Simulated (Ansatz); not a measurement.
A run of Ansatz (development build ahead of 0.2.0) on doublet NH(-) at this shape:

```xyz
2

N     0.0000    0.0000   -0.5771
H     0.0000    0.0000    0.5771
```

Its results:

| Quantity | Value |
| --- | --- |
| Converged | yes |
| Reference energy | -54.80709 hartree |
| Correlation energy | -0.14299 hartree |
| Total energy | -54.95009 hartree |
| Spin squared of the determinant | 0.750 |
| Stability test | minimum among restricted orbitals |
| Occupied orbitals by symmetry in an Abelian subgroup (alpha; beta) | 3 A1 1 B1 1 B2; 3 A1 1 B1 |

Messages of the program:
```
mean field -1491.37700554 eV, -54.8070940621 hartree, gradient 1.4e-6 eV, S^2 0.750000; 2 other ends of a descent, 0 dependent functions left out
```

Task: Which input gives this output? Name the method, the orbitals and the basis set, and write the input.

Result: ROHF-MP2 in def2-SVP.

```yaml
crystal:
  periodic: [false, false, false]
  atoms:
    - { symbol: "N", position_ang: [0.0, 0.0, -0.57712] }
    - { symbol: H, position_ang: [0.0, 0.0, 0.57712] }
basis:
  gaussian: { orbitals: def2-SVP }
total_charge: -1
magnetization:
  initial_magnetization: 1
hamiltonian:
  xc: hf
correlation:
  method: mp2
  frozen_orbitals: { H: 0, "N": 1 }
```

Caution: no diffuse functions for an anion.
